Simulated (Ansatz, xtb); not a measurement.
# C3H5NOS: which of two isomers lies lower

We compare a, `C=C(S)/N=C/O`, a singlet, with b, `C=C(S)/N=C\O`, a singlet. Both are isolated molecules in the gas phase, relaxed with PBE-D3(BJ)/def2-SVP; the shapes shown needn't be the lowest conformers.

a (Å):

```yaml
atoms:
  - { symbol: C, position_ang: [0.1771, 0.7651, -2.8886] }
  - { symbol: C, position_ang: [-0.4233, 0.0690, -1.8910] }
  - { symbol: C, position_ang: [1.3135, -0.7723, -0.6049] }
  - { symbol: N, position_ang: [0.1725, -0.9580, -1.1545] }
  - { symbol: O, position_ang: [1.9642, -1.7469, 0.0427] }
  - { symbol: S, position_ang: [-2.1198, 0.4094, -1.4329] }
  - { symbol: H, position_ang: [1.2217, 0.5538, -3.1585] }
  - { symbol: H, position_ang: [-0.3736, 1.5142, -3.4736] }
  - { symbol: H, position_ang: [-2.2653, -0.7512, -0.7363] }
  - { symbol: H, position_ang: [1.8746, 0.1865, -0.5937] }
  - { symbol: H, position_ang: [1.3995, -2.5483, -0.0360] }
```

b (Å):

```csv
atom,x (Å),y (Å),z (Å)
C,-2.1659,-0.6756,2.0288
C,-0.8557,-0.5540,1.7044
C,0.8505,0.9450,0.9753
N,-0.2222,0.6653,1.6348
O,1.5999,0.1703,0.1835
S,0.0257,-2.1391,1.3119
H,-2.7516,0.2349,2.2238
H,-2.6502,-1.6589,2.0866
H,0.9647,-2.0193,2.2976
H,1.2503,1.9761,1.0273
H,1.2271,-0.7610,0.2261
```

Quicker runs give these differences E(b) − E(a): GFN2-xTB −0.013 eV; HF/STO-3G +0.347 eV (at GFN2-xTB geometries); r2SCAN-D4/def2-SVP −0.027 eV (at GFN2-xTB geometries).

Q: Estimate E(b) − E(a) at the level CCSD(T)/def2-SVP + ΔMP2/def2-TZVPP.

A: CCSD(T)/def2-SVP + ΔMP2/def2-TZVPP gives E(b) − E(a) = +0.073 eV, slightly favouring structure a, which is too small a margin to settle the true order.

Level by level:

```
                             level             geometry  E(b) − E(a) (eV)  departure from the last row (eV)  job, with rough time for the two
                          GFN2-xTB             GFN2-xTB              −0.013                            −0.086              optimisation, 0.34 s
                         HF/STO-3G             GFN2-xTB              +0.347                            +0.273              single point, 0.44 s
                r2SCAN-D4/def2-SVP             GFN2-xTB              −0.027                            −0.100               single point, 3.8 s
               PBE-D3(BJ)/def2-SVP  PBE-D3(BJ)/def2-SVP              −0.085                            −0.158                optimisation, 32 s
                       HF/def2-SVP  PBE-D3(BJ)/def2-SVP              +0.230                            +0.156           part of the CCSD(T) run
                      MP2/def2-SVP  PBE-D3(BJ)/def2-SVP              +0.102                            +0.029           part of the CCSD(T) run
                  CCSD(T)/def2-SVP  PBE-D3(BJ)/def2-SVP              +0.092                            +0.019                      single point
CCSD(T)/def2-SVP + ΔMP2/def2-TZVPP  PBE-D3(BJ)/def2-SVP              +0.073                                                  single point, 38 s
```

As drawn, both hold the same kinds of bond in the same numbers.

r2SCAN-D4/def2-SVP, PBE-D3(BJ)/def2-SVP put the two in the other order. GFN2-xTB finds them nearly level. The largest departure from CCSD(T)/def2-SVP + ΔMP2/def2-TZVPP is that of HF/STO-3G, 0.273 eV. The last row adds to CCSD(T) the change of the MP2 difference between the two basis sets, here −0.019 eV.

With thermal terms from frequencies at re-optimised GFN2-xTB minima (ideal gas, soft modes damped towards free rotors, one conformer each, 298.15 K, 1 atm): on the last row, ΔE + ΔZPE = +0.068, ΔH = +0.061, ΔG = +0.078 eV.

The correlated steps freeze 10 core orbitals. Codes used: Ansatz 0.2.0, xtb 6.7.1; the last row on 2 threads of Intel(R) Xeon(R) Platinum 8375C CPU @ 2.90GHz (Ice Lake) on a shared host.
